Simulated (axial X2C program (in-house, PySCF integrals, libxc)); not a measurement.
**All-electron X2C curves of O₂⁺**

Aim: find the lowest determinant of O₂⁺, scan the bond at several levels and fit the constants, once spin-free and once with spin–orbit coupling.

Computed with an in-house X2C program for linear molecules on PySCF integrals. Level: all-electron X2C, O dyall-av3z.

All values are calculated.

## 1. Set-up

The input, task.json:

```json
{"zs": [8, 8], "q": 1, "bas": ["dyall-av3z", "dyall-av3z"], "levels": ["PBE0", "HF", "TPSSh"], "cc": true, "r0": 1.14, "thr": -2.0, "nmax": 90, "npts": 10, "nst": 2, "ntry": 6}
```

Keys: zs atomic numbers; q charge; bas basis sets; levels methods (HF also brings MP2); cc coupled cluster on or off; r0 starting distance in Å; thr threshold in hartree for freezing inner shells (an s shell follows its p shell); nmax most natural virtual spinors; npts points asked for on the curve; nst determinants followed; ntry starts of the search.

On the command line:

```console
> python so2c.py task.json out
```

Spin-free means the one-electron spin-free X2C Hamiltonian; two-component (2c) means X2C with spin–orbit coupling and atomic mean-field two-electron Coulomb and Gaunt terms. Basis: O dyall-av3z contracted to [7s6p3d2f]; Gaussian nuclei, density fitting. Masses: O 15.995 u.

Notation: σ, π±, δ± give the projection m of an orbital's angular momentum (0, ±1, ±2), α and β its spin, Λ and M_S the sums; ω is the projection of a spinor's total angular momentum and Ω the sum. Logs are in hartree.

The results follow Hamiltonian by Hamiltonian and level by level.

## 2. Which state to follow

PBE0 moves the distance from 1.140 Å to 1.099 Å and compares determinants there.

Spin-free determinants:

| ΔE (eV) | state | open shells |
| --- | --- | --- |
| 0.00 | M_S = 1/2, Λ = 1 | beyond closed shells: π+α |

Two-component determinants:

```csv
ΔE (eV),state,open shells
0.00,Ω = 1/2,excess of +ω over −ω: ω = 1/2
0.03,Ω = 3/2,excess of +ω over −ω: ω = 3/2
```

## 3. PBE0, spin-free

State followed: M_S = 1/2, Λ = 1 (beyond closed shells: π+α). The scan is laid around 1.099 Å, a first estimate of the minimum, and this SCF restarts from the orbitals of the search.

The SCF at the reference distance of 1.099 Å:

```text
spin-free X2C-1e  PBE0
basis functions 108  fitting functions 566  grid points 4338
iter        total energy     max residual
   1       -149.892405096     9.29e-06
   2       -149.892405097     5.11e-06
converged
one-electron -259.67778233  Coulomb 95.46700423  exact exchange -3.98490430  xc functional -12.51322997  nuclear repulsion 30.81650728
```

Along the bond, energies from the lowest point:

```csv
R (Å),E (eV),HOMO (eV),LUMO (eV),iterations
0.956,1.9850,-18.28,-14.25,9
1.000,0.8390,-18.95,-14.93,8
1.033,0.3394,-19.40,-15.38,9
1.066,0.0773,-19.81,-15.80,8
1.099,0.0000,-20.17,-16.18,2
1.137,0.0904,-20.55,-16.58,8
1.176,0.3258,-20.88,-16.93,9
1.225,0.7805,-21.24,-17.33,9
1.286,1.4838,-21.61,-17.73,9
1.374,2.6569,-22.01,-18.19,10
```

Outer orbitals at the reference distance:

```csv
symmetry,occupied,ε (eV),atomic character
σα,yes,-34.67,"52% O s, 36% O p, 9% O d"
σβ,yes,-33.25,"51% O s, 38% O p, 8% O d"
π+α,yes,-29.61,"91% O p, 5% O d"
π-α,yes,-28.46,"91% O p, 6% O d"
σα,yes,-28.22,"72% O p, 24% O s"
σβ,yes,-27.55,"71% O p, 25% O s"
π+β,yes,-27.38,"91% O p, 6% O d"
π-β,yes,-27.38,"91% O p, 6% O d"
π+α,yes,-20.17,"80% O p, 14% O d, 6% O f"
π-α,no,-16.18,"78% O p, 15% O d, 6% O f"
π+β,no,-14.79,"77% O p, 16% O d, 6% O f"
π-β,no,-14.79,"77% O p, 16% O d, 6% O f"
σα,no,-4.87,"88% O s, 9% O d"
```

PBE0 fields in the half plane through the axis: z from -2.4 to 3.3 Å across, distance from the axis 0.15 to 2.25 Å upwards; O lies at z = 0 and O at z = 1.099 Å; the ELF is damped to zero where the density is low.

log10 density (e/bohr³). Ten even steps from '0' (-7.13 ) to '9' (0.65 ):
```
00112233333333222110
01123334444444332211
11233445555554443321
12334555666665544322
12345566666666654432
23445677777777765432
23456778888888765433
23456789998998876543
```

ELF. Ten even steps from ' ' (0.00 ) to '@' (0.91 ):
```
                                        
                                        
                                        
            ..::..    ..::::..          
          --++**++::::--****==::        
        ::**%%@@%%**==##%%@@%%==..      
        ==%%@@@@%%####%%@@@@@@##::      
      ..++%%@@##==++%%....@@@@%%--      
```

Re = 1.099 Å, ωe = 2124 cm⁻¹, ωexe = 12.6 cm⁻¹, Be = 1.746 cm⁻¹, De = 6.78 eV.

## 4. HF, spin-free

Output at 1.099 Å:

```text
spin-free X2C-1e  HF
basis functions 108  fitting functions 566  grid points 4338
iter        total energy     max residual
   1       -149.333888019     5.04e-02
   2       -149.345695317     1.20e-02
   3       -149.346333233     3.20e-03
   4       -149.346395239     1.34e-03
   5       -149.346404393     1.39e-04
   6       -149.346404609     3.58e-05
   7       -149.346404627     3.59e-06
   8       -149.346404627     4.02e-07
converged
one-electron -259.37132535  Coulomb 95.15258346  exact exchange -15.94417002  xc functional 0.00000000  nuclear repulsion 30.81650728
```

Re = 1.061 Å, ωe = 2489 cm⁻¹, ωexe = 11.4 cm⁻¹, Be = 1.872 cm⁻¹, De = 1.36 eV.

## 5. TPSSh, spin-free

The SCF at the reference distance of 1.099 Å:

```text
spin-free X2C-1e  TPSSh
basis functions 108  fitting functions 566  grid points 4338
iter        total energy     max residual
   1       -150.044449630     1.82e-02
   2       -150.045019387     3.85e-03
   3       -150.045049588     1.46e-03
   4       -150.045057973     1.36e-04
   5       -150.045058062     2.18e-05
   6       -150.045058064     2.75e-06
converged
one-electron -259.75680541  Coulomb 95.56271802  exact exchange -1.59534921  xc functional -15.07212875  nuclear repulsion 30.81650728
```

Re = 1.111 Å, ωe = 2014 cm⁻¹, ωexe = 13.1 cm⁻¹, Be = 1.708 cm⁻¹, De = 6.67 eV.

## 6. Correlated methods, spin-free

Correlated methods: 11 electrons correlated (frozen shells, counted by type: O 1 s), 197 virtual spinors in MP2, 90 natural virtuals in coupled cluster.

Output of the correlated part at 1.099 Å:

```text
correlated 11  virtual 197  natural virtual 90  E(MP2) -0.466263677  MP2 remainder -0.012534681
iter   CCSD correlation   residual
   1     -0.423537107   1.51e-01
   2     -0.441064465   5.69e-02
   3     -0.444353077   1.77e-02
   4     -0.444553812   4.42e-03
   5     -0.444484388   9.15e-04
   6     -0.444480940   2.31e-04
   7     -0.444484161   6.10e-05
   8     -0.444483022   1.71e-05
   9     -0.444482945   5.48e-06
  10     -0.444482991   1.80e-06
  11     -0.444482989   5.12e-07
(T) -0.020455117  T1 0.0181  D1 0.0311  max T2 0.125
```

T1 in the output is the amplitude norm over the root of the electron number; divide by √2 for the Lee–Taylor value.

MP2: Re = 1.155 Å, ωe = 1483 cm⁻¹, Be = 1.581 cm⁻¹, De = 7.17 eV.

CCSD: Re = 1.108 Å, ωe = 2028 cm⁻¹, ωexe = 13.7 cm⁻¹, Be = 1.716 cm⁻¹, De = 5.95 eV. T1 at Re = 0.013 (Lee–Taylor, the printed value over √2).

CCSD(T): Re = 1.120 Å, ωe = 1909 cm⁻¹, ωexe = 15.1 cm⁻¹, Be = 1.679 cm⁻¹, De = 6.40 eV. T1 at Re = 0.013 (Lee–Taylor, the printed value over √2).

## 7. The spin-free curves together

Energy (eV) of the followed determinant, spin-free, from each level's lowest point:

```csv
R (Å),PBE0,HF,MP2,CCSD,CCSD(T),TPSSh
0.956,1.985,1.307,2.642,n/a,n/a,2.181
1.000,0.839,0.391,1.359,0.952,1.080,0.980
1.033,0.339,0.074,0.740,0.416,0.508,0.436
1.066,0.077,0.000,0.343,0.117,0.170,0.126
1.099,0.000,0.118,0.113,0.000,0.011,0.000
1.137,0.090,0.442,0.000,0.042,0.000,0.031
1.176,0.326,0.916,0.003,0.225,0.127,0.205
1.225,0.780,1.683,0.113,0.608,0.432,0.579
1.286,1.484,2.770,0.321,n/a,n/a,1.182
1.374,2.657,4.499,0.619,n/a,n/a,2.210
```

## 8. PBE0, 2c

State followed: Ω = 1/2 (excess of +ω over −ω: ω = 1/2). The scan is laid around 1.099 Å, a first estimate of the minimum, and this SCF restarts from the orbitals of the search.

Output at 1.099 Å:

```text
two-component X2C + atomic mean field  PBE0
basis functions 108  fitting functions 566  grid points 4338
iter        total energy     max residual
   1       -149.884283964     3.05e-05
   2       -149.884283968     1.01e-05
   3       -149.884283969     5.06e-06
converged
one-electron -259.65660877  Coulomb 95.46148775  exact exchange -3.98465417  xc functional -12.51235581  nuclear repulsion 30.81650728  atomic mean-field constant -0.00866024
```

Along the bond, energies from the lowest point:

```csv
R (Å),E (eV),HOMO (eV),LUMO (eV),iterations
0.956,1.9841,-18.29,-14.23,9
1.000,0.8383,-18.96,-14.91,8
1.033,0.3390,-19.41,-15.37,9
1.066,0.0771,-19.81,-15.78,9
1.099,0.0000,-20.18,-16.16,3
1.137,0.0906,-20.56,-16.56,9
1.176,0.3262,-20.89,-16.91,8
1.225,0.7809,-21.25,-17.31,9
1.286,1.4844,-21.62,-17.71,9
1.374,2.6576,-22.02,-18.17,9
```

Outer spinors at the reference distance:

| ω | occupied | ε (eV) | atomic character | λ mixture |
| --- | --- | --- | --- | --- |
| -1/2 | yes | -34.66 | 52% O s, 36% O p, 9% O d | 100% σ |
| 1/2 | yes | -33.25 | 51% O s, 38% O p, 8% O d | 100% σ |
| 1/2 | yes | -29.62 | 91% O p, 5% O d | 100% π |
| -3/2 | yes | -28.45 | 91% O p, 6% O d | 100% π |
| -1/2 | yes | -28.22 | 72% O p, 23% O s | 100% σ |
| 1/2 | yes | -27.55 | 71% O p, 25% O s | 100% σ |
| -1/2 | yes | -27.39 | 91% O p, 6% O d | 100% π |
| 3/2 | yes | -27.37 | 91% O p, 6% O d | 100% π |
| 1/2 | yes | -20.18 | 80% O p, 14% O d, 6% O f | 100% π |
| -3/2 | no | -16.16 | 78% O p, 15% O d, 6% O f | 100% π |
| -1/2 | no | -14.80 | 77% O p, 16% O d, 6% O f | 100% π |
| 3/2 | no | -14.77 | 77% O p, 16% O d, 6% O f | 100% π |
| -1/2 | no | -4.87 | 88% O s, 9% O d | 100% σ |

PBE0 fields in the half plane through the axis: z from -2.4 to 3.3 Å across, distance from the axis 0.15 to 2.25 Å upwards; O lies at z = 0 and O at z = 1.099 Å; the ELF is damped to zero where the density is low.

log10 density (e/bohr³). Ten even steps from '0' (-7.12 ) to '9' (0.65 ):
```
00112233333333222110
01123334444444332211
11233444555554443321
12334555666665544322
12345566666666654432
23445677777777765432
23456778888888765433
23456789998998876543
```

ELF. Ten even steps from '0' (0.00 ) to '9' (0.91 ):
```
00000000000000000000
00000000000000000000
00000000000000000000
00000012100122100000
00000356522366420000
00002689864789841000
00004899877899972000
00015897458119983000
```

Re = 1.099 Å, ωe = 2124 cm⁻¹, ωexe = 12.6 cm⁻¹, Be = 1.746 cm⁻¹, De = 6.80 eV.

## 9. HF, 2c

The SCF at the reference distance of 1.099 Å:

```text
two-component X2C + atomic mean field  HF
basis functions 108  fitting functions 566  grid points 4338
iter        total energy     max residual
   1       -149.325890682     5.04e-02
   2       -149.337693678     1.20e-02
   3       -149.338331266     3.20e-03
   4       -149.338393245     1.33e-03
   5       -149.338402403     1.39e-04
   6       -149.338402623     3.57e-05
   7       -149.338402643     1.47e-05
   8       -149.338402644     9.57e-06
   9       -149.338402644     4.64e-06
  10       -149.338402644     1.74e-06
converged
one-electron -259.35025080  Coulomb 95.14717170  exact exchange -15.94317058  xc functional 0.00000000  nuclear repulsion 30.81650728  atomic mean-field constant -0.00866024
```

Re = 1.061 Å, ωe = 2489 cm⁻¹, ωexe = 11.4 cm⁻¹, Be = 1.873 cm⁻¹, De = 1.38 eV.

## 10. TPSSh, 2c

Output at 1.099 Å:

```text
two-component X2C + atomic mean field  TPSSh
basis functions 108  fitting functions 566  grid points 4338
iter        total energy     max residual
   1       -150.036302644     1.82e-02
   2       -150.036872127     3.85e-03
   3       -150.036902258     1.46e-03
   4       -150.036910627     1.36e-04
   5       -150.036910716     2.18e-05
   6       -150.036910717     1.81e-05
converged
one-electron -259.73554395  Coulomb 95.55710113  exact exchange -1.59524813  xc functional -15.07106679  nuclear repulsion 30.81650728  atomic mean-field constant -0.00866024
```

Re = 1.111 Å, ωe = 2014 cm⁻¹, ωexe = 13.1 cm⁻¹, Be = 1.708 cm⁻¹, De = 6.68 eV.

## 11. Correlated methods, 2c

Correlated methods: 11 electrons correlated (frozen shells, counted by type: O 1 s), 197 virtual spinors in MP2, 90 natural virtuals in coupled cluster.

Output of the correlated part at 1.099 Å:

```text
correlated 11  virtual 197  natural virtual 90  E(MP2) -0.466080465  MP2 remainder -0.012526272
iter   CCSD correlation   residual
   1     -0.423437278   1.51e-01
   2     -0.440939568   5.69e-02
   3     -0.444223540   1.77e-02
   4     -0.444423559   4.41e-03
   5     -0.444354397   9.12e-04
   6     -0.444350972   2.30e-04
   7     -0.444354174   6.08e-05
   8     -0.444353040   1.74e-05
   9     -0.444352965   5.90e-06
  10     -0.444353007   2.27e-06
  11     -0.444353007   9.62e-07
(T) -0.020439262  T1 0.0181  D1 0.0310  max T2 0.125
```

MP2: Re = 1.154 Å, ωe = 1486 cm⁻¹, Be = 1.582 cm⁻¹, De = 7.18 eV.

CCSD: Re = 1.108 Å, ωe = 2028 cm⁻¹, ωexe = 13.7 cm⁻¹, Be = 1.716 cm⁻¹, De = 5.97 eV. T1 at Re = 0.013 (Lee–Taylor, the printed value over √2).

CCSD(T): Re = 1.120 Å, ωe = 1910 cm⁻¹, ωexe = 15.1 cm⁻¹, Be = 1.679 cm⁻¹, De = 6.41 eV. T1 at Re = 0.013 (Lee–Taylor, the printed value over √2).

## 12. A higher determinant, 2c

State: Ω = 3/2 (excess of +ω over −ω: ω = 3/2).

Output at the reference distance:

```text
two-component X2C + atomic mean field  PBE0
basis functions 108  fitting functions 566  grid points 4338
iter        total energy     max residual
   1       -149.883348661     3.94e-05
   2       -149.883348672     1.44e-05
   3       -149.883348673     7.06e-06
converged
one-electron -259.65353791  Coulomb 95.45903756  exact exchange -3.98455884  xc functional -12.51213651  nuclear repulsion 30.81650728  atomic mean-field constant -0.00866024
```

```csv
R (Å),E above the lowest PBE0 point (eV)
0.956,2.009
1.000,0.864
1.033,0.364
1.066,0.103
1.099,0.025
1.137,0.116
1.176,0.352
1.225,0.806
1.286,1.510
```

Re = 1.099 Å, ωe = 2124 cm⁻¹, ωexe = 12.6 cm⁻¹, Be = 1.746 cm⁻¹. Te = 0.03 eV.

## 13. The 2c curves together

Energy (eV) of the followed determinant, 2c, from each level's lowest point:

```csv
R (Å),PBE0,HF,MP2,CCSD,CCSD(T),TPSSh
0.956,1.984,1.307,2.640,n/a,n/a,2.180
1.000,0.838,0.391,1.357,0.951,1.079,0.979
1.033,0.339,0.074,0.739,0.416,0.508,0.435
1.066,0.077,0.000,0.343,0.117,0.169,0.126
1.099,0.000,0.118,0.113,0.000,0.011,0.000
1.137,0.091,0.442,0.000,0.042,0.000,0.031
1.176,0.326,0.916,0.004,0.226,0.127,0.205
1.225,0.781,1.683,0.114,0.609,0.433,0.580
1.286,1.484,2.770,0.324,n/a,n/a,1.183
1.374,2.658,4.500,0.657,n/a,n/a,2.211
```

Time for the job: 1.7 min (1 thread of Intel Xeon Platinum 8488C (Sapphire Rapids), shared host).

## 14. Results

Lowest determinant that the search found at its distance, spin-free: M_S = 1/2, Λ = 1 (beyond closed shells: π+α).

Lowest determinant that the search found at its distance, 2c: Ω = 1/2 (excess of +ω over −ω: ω = 1/2).

| Hamiltonian | level | Re (Å) | ωe (cm⁻¹) | De (eV) |
| --- | --- | --- | --- | --- |
| spin-free | PBE0 | 1.099 | 2124 | 6.78 |
| spin-free | HF | 1.061 | 2489 | 1.36 |
| spin-free | MP2 | 1.155 | 1483 | 7.17 |
| spin-free | CCSD | 1.108 | 2028 | 5.95 |
| spin-free | CCSD(T) | 1.120 | 1909 | 6.40 |
| spin-free | TPSSh | 1.111 | 2014 | 6.67 |
| 2c | PBE0 | 1.099 | 2124 | 6.80 |
| 2c | HF | 1.061 | 2489 | 1.38 |
| 2c | MP2 | 1.154 | 1486 | 7.18 |
| 2c | CCSD | 1.108 | 2028 | 5.97 |
| 2c | CCSD(T) | 1.120 | 1910 | 6.41 |
| 2c | TPSSh | 1.111 | 2014 | 6.68 |

Time per point (s) on 1 thread of Intel Xeon Platinum 8488C (Sapphire Rapids), shared host (2c runs; CCSD comes with the CCSD(T) run); the times are rough: PBE0 0.2, HF 0.11, MP2 0.24, CCSD(T) 5.7, TPSSh 0.34.

What this shows: At CCSD(T), going from spin-free to two-component changes Re by 0 mÅ, ωe by 0.0 %, which is small (part of it comes from the scalar share of the two-electron terms). De moves by +0.01 eV; both De rest on single-determinant atoms, which can miss part of an open shell's spin–orbit lowering.

De refers to O + O+, each in the lowest determinant found, which need not be this curve's own limit. The state is a single determinant with fixed occupations, the lowest that a limited PBE0 search found. Dissociation energies refer to the lowest single-determinant-based atoms at the same level and basis. Density functionals use the spin component along the axis (collinear). CCSD and (T) use frozen natural virtuals with an MP2 correction for the truncation. The meta-GGAs lack a current-density term, which matters for open shells with orbital currents, atoms included.
